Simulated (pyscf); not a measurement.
AsH₃ (SMILES [AsH3]) + GaH₃ (SMILES [GaH3]) → H₂Ga–AsH₂ (SMILES [GaH2][AsH2]) + H₂ (SMILES [H][H]), a four-centre exchange (singlet surface; As–H, Ga–H broken, As–Ga, H–H formed). Optimised with ωB97X-D3(BJ)/def2-SVP in PySCF. Energies in kJ/mol from the separated reactants.

AM1 to PM7: differences of heats of formation from MOPAC, which are fitted to 298 K values and so differ in kind from electronic energies by zero-point and thermal terms. 

**Question.** In single points PM3 puts the saddle at -75.5 kJ/mol and the reaction energy at -127.9 kJ/mol. Should these be trusted to within a few kcal/mol? Compare with ωB97M-D3(BJ)/def2-TZVP.

**Answer.** ωB97M-D3(BJ)/def2-TZVP gives ΔE‡ = 88.2 kJ/mol and ΔE = -37.3 kJ/mol. PM3 lies 163.8 kJ/mol under it in the barrier and 90.6 kJ/mol under it in the reaction energy, so on this step it does not hold to within 12.6 kJ/mol. At PM3 this geometry lies under one side, so its ΔE‡ may be no barrier of that level. ωB97M-D3(BJ)/def2-TZVP has limits of its own. On the reactant side the descent ends in a complex, 23.2 kJ/mol under the separated species and 94.2 kJ/mol under the saddle at ωB97X-D3(BJ)/def2-TZVP. At the saddle there is also a short Ga–H contact that neither side keeps. At ωB97X-D3(BJ)/def2-TZVP the barrier from the zero used here is 70.9 kJ/mol. One saddle was located; it need not be the lowest between these sides. In the def2 sets elements up to Kr have no core potential.
